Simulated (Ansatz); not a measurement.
PH⁻, quartet: reading a ladder of total energies

Geometry: a PBE0/def2-TZVPD stationary point for this spin.

```xyz
2

P     0.0000    0.0000    0.0000
H     0.0000    0.0000    1.5586
```

Basis 6-31++G** (Cartesian d functions); Ansatz 0.2.0. Only valence electrons are correlated (noble-gas cores frozen), which leaves 7 electrons in 24 orbitals. R marks a restricted (for open shells ROHF) determinant, U an unrestricted one. This anion state lies near or above the neutral species, so the extra electron is weakly bound or unbound and the energies hang on the diffuse functions.

Full CI is exact within this basis and frozen core; it isn't the basis-set limit. The frozen core follows each run's orbitals, which can shift R against U totals by a few meV.

Runs differ by some tens of microhartree through their thresholds and, for an open shell, their frozen cores, so steps under 0.1 kcal/mol mean nothing.

```csv
level,total energy (hartree)
UHF,-341.207955
UMP2,-341.291180
UCCSD,-341.312797
UCCSD(T),-341.315484
UCCSDT,-341.316160
UCCSDT(Q),-341.316248
full CI,-341.316250
```

Question: What is the correlation energy at full CI, and what share of it do UMP2 and UCCSD(T) recover?

Answer: E(corr) = -341.316250 − (-341.207955) = -0.108295 hartree = -2.947 eV. UMP2: -0.083225 / -0.108295 = 76.85 %. UCCSD(T): -0.107529 / -0.108295 = 99.29 %.

Question: By how many kcal/mol does UCCSD(T) miss full CI (1 hartree = 627.509 kcal/mol), and which steps make up the rest?

Answer: -341.315484 − (-341.316250) = 0.000766 hartree = 0.48 kcal/mol. Steps: UCCSDT − UCCSD(T) = -0.42, UCCSDT(Q) − UCCSDT = -0.06, full CI − UCCSDT(Q) = 0.00 kcal/mol. That is within 1 kcal/mol of the reference in this basis, which itself misses far more of the correlation at the basis-set limit.
